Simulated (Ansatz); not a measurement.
## Which method gave which barrier?

Saddle point of CH$_{8}$OSi, singlet (CH₆Si ([CH3][SiH3]) + H₂O → SiH₄O ([OH][SiH3]) + CH₄; bonds formed: Si1–O7, C2–H6; bonds broken: Si1–C2, H6–O7), PBE0-D4/def2-TZVP structure:

Si1  (-0.664, 0.754, -0.204)
C2  (0.524, -0.723, 0.924)
H3  (-1.629, 0.988, -1.334)
H4  (-1.664, 0.445, 0.869)
H5  (0.012, 2.018, 0.157)
H6  (0.715, -0.497, -0.481)
O7  (0.572, 0.100, -1.473)
H8  (-0.183, -1.507, 1.191)
H9  (1.516, -1.187, 0.809)
H10  (0.624, -0.031, 1.762)
H11  (0.178, -0.360, -2.222)
(Å)

Program: Ansatz 0.2.0. Basis: def2-TZVPP, with def2-QZVPP for the basis limit. Cores are frozen in the correlated methods. Extrapolation: Hartree–Fock as exp(−7.88 √X), correlation as X^−2.97. Four methods, as single points on the PBE0-D4 structures, gave these electronic barriers from the start structure: 1.457, 2.007, 2.201, 2.904 eV.

Q: The methods were, in alphabetical order, CCSD(T), HF, PBE0-D4, SPW92. Which gave which? (Judge from chemistry; the calculation decides.)

A: By the calculation: SPW92 1.457; PBE0-D4 2.007; CCSD(T) 2.201; HF 2.904 eV. For comparison, CCSD(T) at an estimated basis limit (MP2 extrapolated from triple and quadruple zeta, plus CCSD(T) − MP2 in triple zeta) gives 2.187 eV.

The T1 diagnostic stays at or below 0.012.

Labels in which every atom is bracketed show which atoms are joined, not bond orders.

For scale, one of the runs: CCSD(T)/def2-TZVPP, 216 basis functions (an equivalent command: `ansatz run in.yaml --threads 4`). Time: 43 s of wall clock on 4 CPU threads; the host was shared. Peak host memory: 3.2 GiB.
